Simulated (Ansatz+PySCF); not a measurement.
singlet N₄ in separate pieces: levels of theory in one basis

```xyz
4

N     0.0000    0.0000   -0.5489
N     0.0000    0.0000    0.5489
N    10.0000    0.0000   -0.5489
N    10.0000    0.0000    0.5489
```

Basis set: cc-pVDZ (spherical functions). Correlated methods keep 4 orbitals frozen. Charge 0, multiplicity 1.

Computed with Ansatz (development build ahead of 0.2.0); each method stands on the lowest determinant of its kind that the runs found. NEVPT2 correlates all electrons. Active spaces start from the frontier orbitals, and the lowest solution found is given.

```json
{"method": "RHF", "E − E(RHF) (eV)": "0.00", "<S²> of the determinant": "0.00"}
{"method": "RHF-CCSD", "E − E(RHF) (eV)": "-16.83", "<S²> of the determinant": "–"}
{"method": "RHF-CCSD(T)", "E − E(RHF) (eV)": "-17.48", "<S²> of the determinant": "–"}
{"method": "CASSCF(2,2)", "E − E(RHF) (eV)": "-0.86", "<S²> of the determinant": "–"}
{"method": "SC-NEVPT2(2,2)", "E − E(RHF) (eV)": "-16.82", "<S²> of the determinant": "–"}
```

What does RHF-MP2 give on the same scale?

-16.67 eV.

Is a single determinant a sound starting point here?

By this sign, yes. Unrestricted orbitals gain 0.00 eV and <S²> is 0.00 against 0.00 for a pure state. The CASSCF(2,2) natural occupations are 1.94, 0.06.

Caution for CASSCF(2,2): other starts end on other solutions of this active space.
